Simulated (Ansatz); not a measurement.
**PHO+ (doublet): from Hartree-Fock to the top rungs, cc-pVTZ**

An exercise on one series of results from a longer session: the logs are not shown, and one member is left open.

Program: Ansatz 0.2.0, Gaussian basis. Level of theory: cc-pVTZ, core rule «outside noble gas», up to 6 orbitals frozen. These are calculated values, not measurements.

The runs, in order: UHF; CCSD(T) on ROHF; CCSD(T) on UHF; BCCD(T) on ROHF; CCSDT(Q) on ROHF; CCSDT(Q) on UHF; CASSCF and MRCISD+Q, 11 electrons in 9 orbitals; CASSCF and NEVPT2, 11 electrons in 9 orbitals.

4 further runs of the same task are left out: 4 set aside as unsound or not needed.

## What is computed

The geometry is a PBE0/def2-TZVP stationary point (not a proven minimum) of the parent state, kept for this charge and spin.

3 atoms, charge 1, spin multiplicity 2.

Atoms are counted from 1 here; the program's logs count them from 0.

Bond lengths: O1–P2 1.634 Å, O1–H3 0.963 Å. Angles: P2–O1–H3 114.8°.

Set-up of the first run:

in.yaml reads:

```yaml
crystal:
  periodic: [false, false, false]
  atoms:
    - {symbol: O, position_ang: [0.000000, -0.101812, 1.041721]}
    - {symbol: P, position_ang: [0.000000, 0.028618, -0.587387]}
    - {symbol: H, position_ang: [0.000000, 0.736686, 1.514642]}
basis:
  gaussian: {orbitals: cc-pVTZ}
total_charge: 1
magnetization: {spin_polarized: true, initial_magnetization: 1}
hamiltonian: {xc: hf}
output: {orbitals: {seedname: orbitals}}
```

Run with:

```sh
> ansatz run in.yaml --threads 1 --pin off --events-out ev --progress --plain --max-ram 4096MiB --backend cpu
```

Among the steps run: UHF; CCSD(T) on ROHF; CCSD(T) on UHF; BCCD(T) on ROHF; CCSDT(Q) on ROHF; CCSDT(Q) on UHF; CASSCF and MRCISD+Q, 11 electrons in 9 orbitals; CASSCF and NEVPT2, 11 electrons in 9 orbitals.

One of the session's tables, all rows but one given; the rest of the session is left out.

```
          method  from UCCSDT(Q) (meV)
            ROHF              +10350.9
             UHF              +10185.8
            RMP2                +894.7
            UMP2                +922.7
           RCCSD                +499.4
           UCCSD                     ?
        RCCSD(T)                 +52.8
        UCCSD(T)                 +53.4
         BCCD(T)                 +52.0
          RCCSDT                 +33.6
          UCCSDT                 +32.6
       RCCSDT(Q)                 +10.2
       UCCSDT(Q)                     0
  CASSCF valence               +7316.2
  NEVPT2 valence               +1591.1
  MRCISD valence                +638.7
MRCISD+Q valence                +126.9
```

**Question.** Estimate the row for UCCSD.

The run gave: from UCCSDT(Q) (meV): +494.2. In the column «from UCCSDT(Q) (meV)» it lies between MRCISD+Q valence (+126.9) and RCCSD (+499.4).

To keep in mind: Restricted and unrestricted rows rest on different reference determinants; where their highest levels disagree by more than a few hundredths of an eV, they describe different states and don't form one ladder.
